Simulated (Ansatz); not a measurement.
AsI2: from a trial structure to a relaxed crystal

Theory: Ansatz, DFT PBE, scalar-relativistic, plane waves, PAW. Cutoff 420 eV, Γ-centred k mesh, Gaussian smearing, no spin polarisation in the final step.

AsI2 was placed on the fluorite structure type (Fm-3m, No. 225), with As in place of Ca, I in place of F, at a guessed volume.

```yaml
crystal:
  lattice:
    - [0.00000, 3.72739, 3.72739]
    - [3.72739, 0.00000, 3.72739]
    - [3.72739, 3.72739, 0.00000]
  atoms:
    - { symbol: As, position: [0.00000, 0.00000, 0.00000] }
    - { symbol: I, position: [0.25000, 0.25000, 0.25000] }
    - { symbol: I, position: [0.75000, 0.75000, 0.75000] }
```

Cell and atoms relax at zero pressure; the relaxation can't lower the symmetry of the start.

The zero of energy is the elements' standard structures at the same level; no fitted shifts are applied.

Task: Which crystal results?

Result: It keeps Fm-3m (No. 225). The result has the fluorite structure. Conventional cell: a = 7.468 Å. Around As lie 8 I at 3.23 Å; around I lie 4 As at 3.23 Å and 6 I at 3.73 Å.

```xyz
3
Lattice="0.0000 3.7338 3.7338 3.7338 0.0000 3.7338 3.7338 3.7338 0.0000" Properties=species:S:1:pos:R:3 pbc="T T T"
As    0.0000    0.0000    0.0000
I     1.8669    1.8669    1.8669
I     5.6008    5.6008    5.6008
```

Task: What are its volume, energy, density and gap?

Result: The volume per atom is 34.70 Å³, the density is 5.24 g/cm³ and the energy over the elements is 0.46 eV/atom. The gap on the 12×12×12 mesh is 0 eV (a metal).

The final run used a 12×12×12 mesh on its 3-atom cell and 0.10 eV smearing. For metals, differences of a few meV/atom aren't resolved. Spin–orbit coupling is left out. Symmetry constrained the relaxation, so the result can be a saddle point.

Cost: 2 runs of about 1.2 core-minutes in all, on Intel Xeon Platinum 8259CL (Skylake/Cascade Lake) (shared hosts).